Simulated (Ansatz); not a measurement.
## Scan of [H···H···CH2], triplet

All five atoms lie in one plane.

Starting geometry:

```xyz
5

H    -2.1562    0.0000    0.0000
H    -1.4112    0.0000    0.0000
C     0.1968    0.0000    0.0000
H     0.6113    0.0000    0.9962
H     0.6113    0.0000   -0.9962
```

From there H2 is moved from one fragment to the other while all else, the fragments' distance too, stays fixed, so the hump isn't the reaction's barrier; atoms are numbered as listed. Energies are in kcal/mol, counted from the starting geometry at the same level. Kohn–Sham curves are unrestricted where that lies lower.

Basis 6-31G; Ansatz 0.2.0. Only valence electrons are correlated (noble-gas cores frozen).

In so small a basis the reference is far from its limit while semilocal and hybrid functionals are nearer theirs (RPA and double hybrids share much of the reference's basis error), so the functionals' errors here hold much of the reference's basis and frozen-core error, which can add to them or hide them.

Full CI is exact within this basis and frozen core; it isn't the basis-set limit.

```csv
distance H1-H2 (Å),full CI,PBE,r2SCAN,PBE0,B3LYP,r2SCAN0,BHLYP,wB97M-V,B2PLYP,RPA-PBE
0.693,1.4,3.0,2.4,2.4,2.4,2.1,1.8,2.1,1.8,1.6
0.745,0.0,0.0,0.0,0.0,0.0,0.0,0.0,0.0,0.0,0.0
0.819,0.6,-1.6,-0.9,-0.9,-0.8,-0.4,0.0,-0.4,-0.1,0.3
0.893,2.0,-2.1,-0.9,-0.8,-0.6,0.0,0.8,0.3,0.6,1.4
0.967,2.5,-2.7,-1.2,-1.1,-0.7,-0.1,1.0,0.4,0.7,1.9
1.041,1.5,-3.9,-2.5,-2.4,-1.8,-1.5,-0.2,-0.6,-0.6,0.9
1.115,-0.8,-5.5,-4.5,-4.5,-3.6,-3.8,-2.5,-2.5,-2.9,-1.1
1.189,-3.3,-6.9,-6.2,-6.4,-5.2,-5.9,-4.9,-4.4,-5.2,-3.3
1.263,-4.2,-6.5,-6.2,-6.8,-5.3,-6.4,-5.8,-4.8,-5.9,-3.9
```

(1) Judged by the spread of the error over the points with a reference (largest less smallest), which of these follows full CI best and which worst?

Answers

(1) Subtracting the full CI column from each: best RPA-PBE (errors from -0.6 to 0.3, spread 0.9 kcal/mol), worst PBE (from -5.4 to 1.6, spread 6.9 kcal/mol). Functionals and wave-function methods converge differently with the basis, so part of this is basis effect.
